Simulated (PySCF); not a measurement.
Functional benchmark on one molecule

Molecule: `CCCOCC`, C5H12O.

Bonds (- single, = double, # triple, : aromatic): C1-C2, C2-C3, C3-O4, O4-C5, C5-C6. C1 carries H7, H8, H9; C2 carries H10, H11; C3 carries H12, H13; C5 carries H14, H15; C6 carries H16, H17, H18.

Geometry PBE0-D3(BJ)/def2-SVP throughout; GIAO in PySCF, gas phase, one conformer, non-relativistic; equivalent atoms averaged; basis pcSseg-1.

Reference values (measured; solution, not stated per compound (mostly CDCl3 or CCl4); Pretsch, Buehlmann, Badertscher, Structure Determination of Organic Compounds, 4th ed. (2009)): δ(C3) = 72.5 ppm, δ(C2) = 23.2 ppm, δ(C1) = 10.7 ppm. Computed shifts are taken against TMS, calculated as an isolated molecule at each level.

How do the functionals HF, LDA, PBE, BLYP, BP86, OPBE, KT2, KT3, B97-D, B3LYP, PBE0, mPW1PW91, WP04, B97-2, BHandHLYP, CAM-B3LYP, wB97X-D, LC-wPBE perform against the reference? Times are CPU seconds on shared hosts with different chips, so compare them loosely.

Answers


| functional | kind | C3 | C2 | C1 | mean abs. error C | core-s |
| --- | --- | --- | --- | --- | --- | --- |
| HF | Hartree–Fock | 67.3 | 24.1 | 11.6 | 2.3 | 7.3 |
| LDA | LDA | 82.1 | 27.0 | 9.2 | 5.0 | 20 |
| PBE | GGA | 79.5 | 27.9 | 11.4 | 4.1 | 24 |
| BLYP | GGA | 81.1 | 29.5 | 12.2 | 5.5 | 24 |
| BP86 | GGA | 79.4 | 27.8 | 11.5 | 4.1 | 24 |
| OPBE | GGA | 74.5 | 26.5 | 12.0 | 2.2 | 26 |
| KT2 | GGA | 77.5 | 27.5 | 11.2 | 3.3 | 20 |
| KT3 | GGA | 75.8 | 28.0 | 12.4 | 3.3 | 21 |
| B97-D | GGA | 77.7 | 28.3 | 12.4 | 4.0 | 19 |
| B3LYP | global hybrid | 78.0 | 27.9 | 11.8 | 3.8 | 13 |
| PBE0 | global hybrid | 75.8 | 26.3 | 11.3 | 2.3 | 28 |
| mPW1PW91 | global hybrid | 75.5 | 26.3 | 11.5 | 2.3 | 13 |
| WP04 | global hybrid | 76.1 | 28.1 | 13.6 | 3.8 | 25 |
| B97-2 | global hybrid | 75.1 | 26.5 | 11.9 | 2.4 | 11 |
| BHandHLYP | global hybrid | 74.0 | 26.2 | 11.6 | 1.8 | 12 |
| CAM-B3LYP | range-separated hybrid | 76.9 | 26.7 | 11.1 | 2.8 | 16 |
| wB97X-D | range-separated hybrid | 75.2 | 25.9 | 11.5 | 2.1 | 16 |
| LC-wPBE | range-separated hybrid | 73.6 | 24.4 | 10.8 | 0.8 | 24 |

For $^{13}$C the closest is LC-wPBE (0.8 ppm) and the furthest BLYP (5.5 ppm). One molecule is a small sample, and vibrational and solvent effects are absent from the calculation.
